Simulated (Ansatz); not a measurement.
**Heat of formation of C3H4 (allene) from total energies**

C3H4 has 7 atoms, charge 0, and is taken as a singlet. As SMILES, `C=C=C`. The shape is that of a PBE0-D4/def2-TZVP optimisation.

```xyz
7

C    -1.0431    0.3309   -0.7005
C     0.0000    0.0000    0.0000
C     1.0431   -0.3309    0.7005
H    -1.9445   -0.2727   -0.6843
H    -1.0426    1.2204   -1.3218
H     1.8148   -0.9729    0.2888
H     1.1723    0.0252    1.7172
```

Total energies at wB97M-V/cc-pVTZ-DK (sfX2C) (Ansatz 0.2.0); the atoms run unrestricted:

| species | state | energy (Eh) |
| --- | --- | --- |
| C3H4 | singlet | -116.680314 |
| C | triplet | -37.860308 |
| H | doublet | -0.494123 |

Harmonic wavenumbers at PBE0-D4/def2-TZVP, in cm⁻¹: 376, 376, 870, 870, 885, 1010, 1010, 1120, 1414, 1477, 2071, 3146, 3150, 3227, 3227.

Measured heats of formation of the gaseous atoms at 298.15 K, in kJ/mol: C 716.9, H 218.0. Take 1 Eh = 2625.50 kJ/mol, 1 cm⁻¹ = 0.0119627 kJ/mol, RT = 2.479 kJ/mol.

Problem. What heat of formation follows?

Solution. 
1. Electronic atomisation energy: 3 × (-37.860308) + 4 × (-0.494123) − (-116.680314) = 1.122898 Eh = 2948.2 kJ/mol.
2. Zero-point energy: half the sum of the wavenumbers, 12114.5 cm⁻¹ = 144.9 kJ/mol.
3. Thermal vibrational enthalpy, Σ hcν̃/(exp(hcν̃/kT) − 1): 2.5 kJ/mol. Translation, rotation and pV of a non-linear molecule: 4 RT = 9.9 kJ/mol.
4. The 7 free atoms carry 5/2 RT each: 43.4 kJ/mol.
5. Spin-orbit coupling lowers the free atoms by 3 × 0.02 = 0.1 kJ/mol.
6. Atomisation enthalpy at 298 K: 2948.2 − 0.1 − 144.9 − 2.5 − 9.9 + 43.4 = 2834.2 kJ/mol.
7. Sum of the atoms' heats of formation: 3022.7 kJ/mol. Heat of formation: 3022.7 − 2834.2 = +188.5 kJ/mol.

The tabulated value is +190.2 kJ/mol (Active Thermochemical Tables), so this level is off by -1.7 kJ/mol, or 0.1 % of the atomisation enthalpy that the table implies (2832.4 kJ/mol). Anharmonicity and any spin-orbit splitting of the molecule are left out.
